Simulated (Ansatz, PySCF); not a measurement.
Reaction: C2H2 (SMILES C#C) → C2H2+ (parent SMILES C#C, doublet) + e-
Each species at its own B3LYP-D3(BJ)/def2-TZVP minimum (Ansatz, an electronic-structure program).

Wanted: adiabatic ionisation energy (0 K, zero-point energies from PySCF's Hessians at B3LYP-D3(BJ)/def2-TZVP), in eV. Radicals and triplets start from unrestricted determinants; spin-orbit coupling is neglected. CBS(X,Y): correlation extrapolated as X^-3, Hartree-Fock from the larger set (Q,5: extrapolated as (X+1)exp(-9√X)). A bracket is a step between two methods taken in the basis named. The functionals are non-relativistic, so their misses hold any scalar relativity. Double hybrids freeze cores in their MP2 part. 'core' is core correlation in cc-pwCVTZ, 'X2C' scalar relativity in cc-pVTZ-DK, both at CCSD(T).

Measured: 11.40 eV (CCCBDB table in ASE).

Question: What does PBE/def2-TZVPD (Ansatz) give here, and how do the other levels compare?

Answer: PBE gives 11.23 eV, 0.17 eV below it. Errors of the others: r2SCAN/def2-TZVPD (Ansatz) -0.29; B3LYP/def2-TZVPD (Ansatz) -0.16; PBE0/def2-TZVPD (Ansatz) -0.25; wB97M-V/def2-TZVPD (Ansatz) -0.24; B2PLYP/def2-TZVPD (Ansatz) -0.16; CCSD(T)/CBS(cc-pVQZ,cc-pV5Z) + core + X2C (Ansatz) 0.01; CCSD(T)/CBS(cc-pVQZ,cc-pV5Z) + [CCSDT(Q) - CCSD(T)]/cc-pVTZ + [CCSDTQ - CCSDT(Q)]/cc-pVDZ + core + X2C (Ansatz) 0.00 eV. Nearer than PBE: B3LYP/def2-TZVPD, B2PLYP/def2-TZVPD, CCSD(T)/CBS(cc-pVQZ,cc-pV5Z) + core + X2C, CCSD(T)/CBS(cc-pVQZ,cc-pV5Z) + [CCSDT(Q) - CCSD(T)]/cc-pVTZ + [CCSDTQ - CCSDT(Q)]/cc-pVDZ + core + X2C.
